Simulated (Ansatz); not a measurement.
System: hydrogen sulfide, H₂S, net charge 0, singlet state. SMILES: S
Coordinates optimised at B3LYP-D3(BJ)/def2-TZVP (Ansatz, a quantum-chemistry and plane-wave program):
```
S
H 1 1.3426
H 1 1.3426 2 92.55
```

Atomisation energy built up term by term with Ansatz (kcal/mol; UHF references for open shells; valence terms freeze the core; atomic spin-orbit terms are left out). CBS marks a two-point X^-3 extrapolation of the correlation energy; Hartree-Fock from the larger set (for Q and 5 zeta extrapolated as (X+1)exp(-9√X)).

```
term                                            basis    kcal/mol
-----------------------  ----------------------------  ----------
Hartree-Fock             CBS(cc-pV(Q+d)Z,cc-pV(5+d)Z)      129.67
CCSD correlation         CBS(cc-pV(Q+d)Z,cc-pV(5+d)Z)  (withheld)
(T)                      CBS(cc-pV(Q+d)Z,cc-pV(5+d)Z)  (withheld)
CCSDT - CCSD(T)                           cc-pV(D+d)Z        0.09
(Q)                                       cc-pV(D+d)Z        0.09
core correlation                            cc-pwCVTZ        0.38
scalar relativity (X2C)    cc-pVTZ-DK against cc-pVTZ       -0.39
sum: De                                                (withheld)
```

Question: Fill in the missing entries.

Answer: 
- CCSD correlation, kcal/mol: 51.49
- (T), kcal/mol: 2.41
- sum: De, kcal/mol: 183.7
